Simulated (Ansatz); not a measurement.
A nudged elastic band was laid between two geometries of CH3 + H4Si (9 atoms, charge 0, multiplicity 2).

Computed with UKS PBE/def2-SVP (Ansatz 0.2.0).

```
movable images  : 7
climbing image  : yes
spring          : 5.0 eV/Å²
optimiser       : quadratic models (default)
start path      : through a guess of the saddle point
force threshold : 0.05 eV/Å
iteration limit : 60
end points      : relaxed
```

First end point:

```xyz
9
Properties=species:S:1:pos:R:3
Si 0.000 0.000 -0.410
H 0.000 0.000 1.095
H 1.416 0.000 -0.915
H -0.707 1.226 -0.915
H -0.708 -1.226 -0.915
C 0.000 0.000 3.973
H -0.593 -0.924 3.976
H 1.097 -0.052 3.976
H -0.504 0.976 3.976
```

Last end point:

```xyz
9
Properties=species:S:1:pos:R:3
Si 0.000 0.000 -0.776
H 0.000 0.000 2.554
H 1.435 0.000 -1.229
H -0.717 1.243 -1.229
H -0.717 -1.243 -1.229
C 0.000 0.000 3.661
H -0.564 -0.877 4.030
H 1.042 -0.049 4.030
H -0.478 0.927 4.030
```

Problem. What changes between the two ends?

Solution. Bonds broken: Si1–H2. Bonds formed: H2–C6. CH3 + H4Si becomes CH4 + H3Si.

Problem. What energy profile does the band end with?

Solution. The forces met the threshold. The highest image is number 3 of 0 to 8, 8.1 kJ/mol above the first end and 90.0 kJ/mol above the last; the last end lies 81.9 kJ/mol below the first. A vibrational analysis at the climbing image gives one clearly imaginary mode, 321i cm⁻¹, and a faint second one (26i cm⁻¹) that may be numerical noise or a soft torsion: probably a first-order saddle point.

| image | path coordinate (Å) | energy (kJ/mol) | Si1–H2 (Å) | H2–C6 (Å) |
| --- | --- | --- | --- | --- |
| 0 | 0.00 | 0.0 | 1.51 | 2.88 |
| 1 | 0.46 | 0.5 | 1.51 | 2.57 |
| 2 | 0.92 | 3.1 | 1.51 | 2.25 |
| 3 | 1.37 | 8.1 | 1.58 | 1.79 |
| 4 | 1.83 | -56.0 | 2.06 | 1.20 |
| 5 | 2.29 | -74.0 | 2.44 | 1.12 |
| 6 | 2.74 | -79.3 | 2.73 | 1.11 |
| 7 | 3.20 | -81.4 | 3.03 | 1.11 |
| 8 | 3.65 | -81.9 | 3.33 | 1.11 |

Problem. What is the geometry of the highest image?

Solution. 
```xyz
9
Properties=species:S:1:pos:R:3
Si 0.000 0.000 -0.019
H 0.000 0.000 1.559
H 1.417 -0.001 -0.528
H -0.707 1.227 -0.529
H -0.709 -1.226 -0.529
C 0.000 0.000 3.345
H -0.586 -0.915 3.515
H 1.086 -0.050 3.515
H -0.500 0.965 3.515
```

The band took 7 iterations and about 100 core-seconds.

Run time: 54 s on 2 threads of Arm Neoverse V2, on a shared host, peak memory 0.14 GiB.
